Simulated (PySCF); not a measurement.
## Spin states of NaSi⁺

Unrestricted PBE0; PySCF, no relativity, basis sets Na 3-21G, Si 3-21G. Outer shells of the fragments: Na+ closed shells only; Si 3s2 3p2.

Followed along the bond (rough minima from three points):

```tsv
2Ms+1	unpaired	⟨S²⟩ at the start	R at minimum (Å)	Te (eV)
3	σ ↑, π ↑	2.00	3.26	0.00
1	σ ↑, π ↓	1.00	3.30	0.34
1	none	0.00	3.18	0.63
3	π ↑↑	2.00	none in the scan	≤ 0.59
1	π ↑↓	1.00	none in the scan	≤ 0.96
```

Solutions found at the starting distance of 2.790 Å, counted from the lowest of them; the search is not exhaustive and high or unbound solutions are not listed, so other states can lie among these:

| 2Ms+1 | unpaired | term | E (eV) | ⟨S²⟩ | ⟨Lz²⟩ | μ (D) |
| --- | --- | --- | --- | --- | --- | --- |
| 3 | σ ↑, π ↑ | ³Π | 0.00 | 2.00 | 1.00 | -5.03 |
| 1 | σ ↑, π ↓ | mixed | 0.36 | 1.00 | 1.00 | -5.03 |
| 3 | π ↑↑ | ³Σ⁻ | 0.65 | 2.00 | 0.00 | -5.37 |
| 1 | none | ¹Σ⁺ | 0.66 | 0.00 | 0.00 | -4.51 |
| 1 | π ↑↓ | mixed | 1.02 | 1.00 | 2.00 | -5.35 |
| 1 | none | mixed | 1.97 | 0.00 | 2.00 | -5.12 |
| 3 | σ ↑↑ | ³Σ⁺ | 4.56 | 2.00 | 0.00 | 5.51 |
| 3 | σ ↑↑, π ↑↓ | mixed | 6.23 | 3.00 | 2.00 | -5.94 |
| 3 | π ↑↑ | mixed | 6.74 | 2.00 | 2.00 | 7.07 |
| 3 | σ ↑↑ | mixed | 7.17 | 2.01 | 2.00 | -5.74 |

A term symbol is given only where ⟨S²⟩ and ⟨Lz²⟩ are close to those of a pure state; real π, δ and φ orbitals otherwise mix terms. A positive dipole points towards Si; it is taken about the centre of mass and depends on that origin.

3-21G is very small, so such numbers show the basis as much as the molecule.
